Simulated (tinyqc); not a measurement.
UKS/BP86 in the sto-6g basis, for NH, spin multiplicity 3, step by step. One step of it, computed by the program tinyqc.

Task: Iteration 1: building the Kohn-Sham matrix. J_ij = sum D_kl (ij|kl) with D = D(alpha) + D(beta); F = H + J + V_xc; E = tr D H + tr D J / 2 + E_xc + E_nn.

D(alpha) at the start:
```
            1N 1s      1N 2s    1N 2px    1N 2py     1N 2pz      2H 1s
1N 1s    1.327815  -0.301560  0.000000  0.000000   0.003872  -0.008664
1N 2s   -0.301560   1.316374  0.000000  0.000000  -0.018176   0.042277
1N 2px   0.000000   0.000000  0.620251  0.000000   0.000000   0.000000
1N 2py   0.000000   0.000000  0.000000  0.620251   0.000000   0.000000
1N 2pz   0.003872  -0.018176  0.000000  0.000000   0.595622   0.038071
2H 1s   -0.008664   0.042277  0.000000  0.000000   0.038071   0.605137
```

D(beta) at the start:
```
            1N 1s      1N 2s    1N 2px    1N 2py     1N 2pz      2H 1s
1N 1s    0.796689  -0.180936  0.000000  0.000000   0.002323  -0.005198
1N 2s   -0.180936   0.789824  0.000000  0.000000  -0.010906   0.025366
1N 2px   0.000000   0.000000  0.372150  0.000000   0.000000   0.000000
1N 2py   0.000000   0.000000  0.000000  0.372150   0.000000   0.000000
1N 2pz   0.002323  -0.010906  0.000000  0.000000   0.357373   0.022843
2H 1s   -0.005198   0.025366  0.000000  0.000000   0.022843   0.363082
```

core Hamiltonian H = T + V (hartree):
```
             1N 1s      1N 2s     1N 2px     1N 2py     1N 2pz      2H 1s
1N 1s   -24.844127  -5.419187   0.000000   0.000000  -0.010160  -0.739749
1N 2s    -5.419187  -6.597515   0.000000   0.000000  -0.119270  -1.809209
1N 2px    0.000000   0.000000  -5.304258   0.000000   0.000000   0.000000
1N 2py    0.000000   0.000000   0.000000  -5.304258   0.000000   0.000000
1N 2pz   -0.010160  -0.119270   0.000000   0.000000  -5.377933  -1.534025
2H 1s    -0.739749  -1.809209   0.000000   0.000000  -1.534025  -3.294386
```

Two-electron integrals (ij|kl) in chemists' order, unique and non-zero (hartree):
```
(11|11) 4.168742   (21|11) 0.583648   (21|21) 0.104114   (22|11) 0.968487
(22|21) 0.214450   (22|22) 0.708398   (31|31) 0.022075   (32|31) 0.033611
(32|32) 0.156576   (33|11) 0.968488   (33|21) 0.214450   (33|22) 0.708398
(33|33) 0.763241   (41|41) 0.022075   (42|41) 0.033611   (42|42) 0.156576
(43|43) 0.041133   (44|11) 0.968488   (44|21) 0.214450   (44|22) 0.708398
(44|33) 0.680975   (44|44) 0.763241   (51|51) 0.022075   (52|51) 0.033611
(52|52) 0.156576   (53|53) 0.041133   (54|54) 0.041133   (55|11) 0.968488
(55|21) 0.214450   (55|22) 0.708398   (55|33) 0.680975   (55|44) 0.680975
(55|55) 0.763241   (61|11) 0.083858   (61|21) 0.014360   (61|22) 0.029011
(61|33) 0.028932   (61|44) 0.028932   (61|51) 0.000807   (61|52) 0.001592
(61|55) 0.029168   (61|61) 0.002026   (62|11) 0.228747   (62|21) 0.051470
(62|22) 0.191024   (62|33) 0.187001   (62|44) 0.187001   (62|51) 0.004629
(62|52) 0.035648   (62|55) 0.199070   (62|61) 0.007221   (62|62) 0.069658
(63|31) 0.005235   (63|32) 0.030312   (63|53) 0.006950   (63|63) 0.008502
(64|41) 0.005235   (64|42) 0.030312   (64|54) 0.006950   (64|64) 0.008502
(65|11) 0.193173   (65|21) 0.044019   (65|22) 0.173479   (65|33) 0.165504
(65|44) 0.165504   (65|51) 0.008571   (65|52) 0.059752   (65|55) 0.189429
(65|61) 0.006421   (65|62) 0.075822   (65|65) 0.089648   (66|11) 0.403135
(66|21) 0.092335   (66|22) 0.392476   (66|33) 0.375509   (66|44) 0.375509
(66|51) 0.009456   (66|52) 0.101568   (66|55) 0.426410   (66|61) 0.013059
(66|62) 0.191367   (66|65) 0.232366   (66|66) 0.774999
```

nuclear repulsion = 2.84941575 hartree

V_xc(alpha) (hartree):
```
            1N 1s      1N 2s     1N 2px     1N 2py     1N 2pz      2H 1s
1N 1s   -2.885021  -0.336461   0.000000   0.000000  -0.000151  -0.050614
1N 2s   -0.336461  -0.680656   0.000000   0.000000  -0.006795  -0.184734
1N 2px   0.000000   0.000000  -0.678324   0.000000   0.000000   0.000000
1N 2py   0.000000   0.000000   0.000000  -0.678324   0.000000   0.000000
1N 2pz  -0.000151  -0.006795   0.000000   0.000000  -0.685174  -0.174232
2H 1s   -0.050614  -0.184734   0.000000   0.000000  -0.174232  -0.481584
```

V_xc(beta) (hartree):
```
            1N 1s      1N 2s     1N 2px     1N 2py     1N 2pz      2H 1s
1N 1s   -2.518494  -0.293869   0.000000   0.000000  -0.000130  -0.044214
1N 2s   -0.293869  -0.603773   0.000000   0.000000  -0.006103  -0.164416
1N 2px   0.000000   0.000000  -0.601700   0.000000   0.000000   0.000000
1N 2py   0.000000   0.000000   0.000000  -0.601700   0.000000   0.000000
1N 2pz  -0.000130  -0.006103   0.000000   0.000000  -0.607795  -0.155390
2H 1s   -0.044214  -0.164416   0.000000   0.000000  -0.155390  -0.432335
```

E_xc = sum of w rho eps_xc = -7.26451605 hartree

Give: Coulomb J; F(alpha); F(beta); total energy of this density.

Result:

Coulomb J (hartree):
```
          1N 1s   1N 2s  1N 2px  1N 2py  1N 2pz   2H 1s
1N 1s   13.6208  2.3225  0.0000  0.0000  0.0091  0.3249
1N 2s    2.3225  5.8499  0.0000  0.0000  0.1017  1.6012
1N 2px   0.0000  0.0000  5.8331  0.0000  0.0000  0.0000
1N 2py   0.0000  0.0000  0.0000  5.8331  0.0000  0.0000
1N 2pz   0.0091  0.1017  0.0000  0.0000  5.8837  1.4849
2H 1s    0.3249  1.6012  0.0000  0.0000  1.4849  3.5441
```

F(alpha) (hartree):
```
           1N 1s    1N 2s   1N 2px   1N 2py   1N 2pz    2H 1s
1N 1s   -14.1083  -3.4331   0.0000   0.0000  -0.0012  -0.4655
1N 2s    -3.4331  -1.4282   0.0000   0.0000  -0.0244  -0.3927
1N 2px    0.0000   0.0000  -0.1495   0.0000   0.0000   0.0000
1N 2py    0.0000   0.0000   0.0000  -0.1495   0.0000   0.0000
1N 2pz   -0.0012  -0.0244   0.0000   0.0000  -0.1794  -0.2233
2H 1s    -0.4655  -0.3927   0.0000   0.0000  -0.2233  -0.2319
```

F(beta) (hartree):
```
           1N 1s    1N 2s   1N 2px   1N 2py   1N 2pz    2H 1s
1N 1s   -13.7418  -3.3905   0.0000   0.0000  -0.0012  -0.4591
1N 2s    -3.3905  -1.3513   0.0000   0.0000  -0.0237  -0.3724
1N 2px    0.0000   0.0000  -0.0729   0.0000   0.0000   0.0000
1N 2py    0.0000   0.0000   0.0000  -0.0729   0.0000   0.0000
1N 2pz   -0.0012  -0.0237   0.0000   0.0000  -0.1021  -0.2045
2H 1s    -0.4591  -0.3724   0.0000   0.0000  -0.2045  -0.1826
```

total energy of this density = -55.101710 hartree

This density is the starting one; it is not idempotent, so its energy is not variational and may lie below the converged one.
